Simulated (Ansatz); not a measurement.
Li3H5⁺, relaxed as a doublet with UKS PBE0-D4/def2-TZVP in Ansatz, starting from the GFN2-xTB geometry. Force threshold 0.02 eV/Å.

In the doublet, H4 and H8 lie 0.75 Å apart, H5 and H6 lie 1.23 Å apart (atoms count from 1), so H2 has formed as a molecule. The structure comes from a short search, and lower isomers may exist.

Start:

```xyz
8

Li   -0.045    0.866   -0.834
Li   -2.723    1.962   -1.771
Li    1.918   -0.368    1.170
H     1.660   -2.404    1.707
H    -1.791    0.613   -1.961
H    -1.589    2.379   -0.667
H     0.780    0.057    0.243
H     1.790   -3.105    2.114
```

(1) Estimate the energy that the relaxation releases and the steps that it takes.

(2) Does the start keep its bonding and symmetry?

(3) Predict the relaxed structure.

## Answers

(1) 19.3 kcal/mol, in 28 steps; 54 s on 4 threads of Intel Xeon on a shared host. The force fell under the threshold at step 14, but the optimiser went on and released 0.005 eV more. No frequencies were taken in this run, so the end may be a saddle point.

(2) Bonds formed: Li1–H5, Li1–H6 (atoms count from 1).

(3) 
```xyz
8

Li   -0.617    0.733   -0.561
Li   -2.714    2.619   -2.258
Li    1.423   -1.204    1.135
H     2.162   -2.900    2.072
H    -1.909    1.213   -1.740
H    -1.497    2.208   -1.143
H     0.421   -0.246    0.301
H     2.730   -2.423    2.195
```
Bond lengths (bridged metal pairs left out): 6 × H–Li 1.62 to 1.81 Å.
